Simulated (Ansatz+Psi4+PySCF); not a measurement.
# doublet SO2(+): levels of theory in one basis

```xyz
3

S     0.0277    0.0111    0.3730
O     0.0080    1.2608   -0.3468
O    -0.0073   -1.2700   -0.3983
```

Basis set: cc-pVTZ on O; cc-pV(T+d)Z on S (spherical functions). Left uncorrelated: 7 orbitals. Correlation on ROHF uses semicanonical orbitals with singles. Charge 1, multiplicity 2.

Computed with Ansatz (development build ahead of 0.2.0); each method stands on the lowest determinant of its kind that the runs found.

```
      method  E − E(ROHF) (eV)  <S²> of the determinant
        ROHF              0.00                     0.75
         UHF             -0.31                     1.11
    ROHF-MP2            -16.46                        –
     UHF-MP2            -15.70                     1.11
   ROHF-CCSD            -16.88                        –
    UHF-CCSD            -16.86                     1.11
ROHF-CCSD(T)            -17.84                        –
 UHF-CCSD(T)            -17.79                     1.11
  ROHF-CCSDT            -17.93                        –
   UHF-CCSDT            -17.93                     1.11
```

Caution for UHF, UHF-MP2, UHF-CCSD, UHF-CCSD(T), UHF-CCSDT: the unrestricted determinant is spin contaminated. Caution for ROHF-MP2, UHF-MP2, ROHF-CCSD, UHF-CCSD, ROHF-CCSD(T), UHF-CCSD(T), ROHF-CCSDT, UHF-CCSDT: large amplitudes, a single reference is doubtful. Caution for ROHF-MP2, UHF-MP2: MP2 on this radical cation hangs on the determinant chosen. Caution for ROHF-MP2, ROHF-CCSD(T), UHF-CCSD(T): another reference gives a lower total.
